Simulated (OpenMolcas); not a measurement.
A ladder of methods for Li2 (lithium dimer)

Li2: 2 atoms, total charge 0, spin state singlet. As SMILES, `[Li][Li]`. The bond length is the measured one.

```xyz
2

Li    0.0000    0.0000    0.0000
Li    0.0000    0.0000    2.6729
```

Each level gives the energy change with the Li1–Li2 bond stretched from 2.673 to 4.009 Å (eV). The values are calculated.

```csv
level,kind,program,value (eV),less FCI/3-21G,CPU time (all runs)
HF/3-21G (restricted),Hartree–Fock,OpenMolcas,0.51,+0.03,3.1 s
B3LYP/3-21G (restricted),global hybrid,OpenMolcas,0.55,+0.07,5.2 s
"CASPT2(2,8)/3-21G",multireference,OpenMolcas,0.48,0.00,9.9 s
"CASSCF(2,8)/3-21G",multireference,OpenMolcas,0.48,0.00,3.5 s
"MC-PDFT[tPBE](2,8)/3-21G",multireference,OpenMolcas,0.49,+0.01,9.9 s
"MRCI(2,8)/3-21G",multireference,OpenMolcas,0.48,0.00,11 s
CISD/3-21G (restricted),coupled cluster or CI,OpenMolcas,0.48,0.00,3.4 s
FCI/3-21G,exact in the basis,OpenMolcas,0.48,0.00,23 s
```

FCI/3-21G is exact within its basis and frozen core, so for wave-function methods in that basis the difference is their error; functionals converge differently with the basis, so for them it is only a difference. The first shape isn't each level's own minimum. The values span 0.48 to 0.55 eV. All rows use very small basis sets, so even the best lies far from the true value. CPU times are rough (shared hosts, several kinds of processor): they show what a rung costs within a factor of a few.
